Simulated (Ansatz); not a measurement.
C6H12, SMILES `C/C=C(/C)CC`, relaxed with RKS PBE-D4/def2-SVP in the Gaussian-basis code of Ansatz from a rough embedded geometry. The force threshold is 0.03 eV/Å; the program also tests the step.

The species carries charge 0 and has multiplicity 1.

Start:

```xyz
18

C    -1.088   -1.975   -0.176
C    -0.579   -0.834   -1.004
C     0.268    0.102   -0.592
C     0.732    1.204   -1.498
C     0.815    0.152    0.810
C    -0.046    1.036    1.714
H    -0.294   -2.700    0.009
H    -1.457   -1.632    0.789
H    -1.897   -2.486   -0.691
H    -0.934   -0.803   -2.026
H     0.525    2.176   -1.051
H     0.239    1.154   -2.465
H     1.809    1.134   -1.652
H     1.831    0.553    0.786
H     0.860   -0.853    1.230
H     0.357    1.054    2.725
H    -1.066    0.661    1.755
H    -0.075    2.057    1.339
```

Task: How much energy does the relaxation release, and in how many steps? (An estimate is asked.)

Result: Ansatz gave: 0.17 eV, in 22 steps, 4 of them rejected.

Task: Which bonds change most? (An estimate is asked.)

Result: The calculation gave: C2–C3 from 1.327 to 1.355 Å; C1–H9 from 1.087 to 1.112 Å; C2–H10 from 1.082 to 1.106 Å; C4–H11 from 1.089 to 1.112 Å.

Task: Give the relaxed structure. (An estimate is asked.)

Result: The calculation gave: 
```xyz
18

C    -1.048   -2.078   -0.238
C    -0.501   -0.918   -1.013
C     0.295    0.082   -0.563
C     0.743    1.192   -1.480
C     0.766    0.196    0.875
C    -0.091    1.155    1.717
H    -0.766   -3.046   -0.706
H    -0.705   -2.099    0.815
H    -2.160   -2.060   -0.222
H    -0.793   -0.883   -2.080
H     0.444    2.189   -1.089
H     0.321    1.087   -2.499
H     1.852    1.215   -1.566
H     1.820    0.551    0.879
H     0.779   -0.802    1.359
H     0.303    1.248    2.750
H    -1.139    0.796    1.782
H    -0.119    2.174    1.278
```
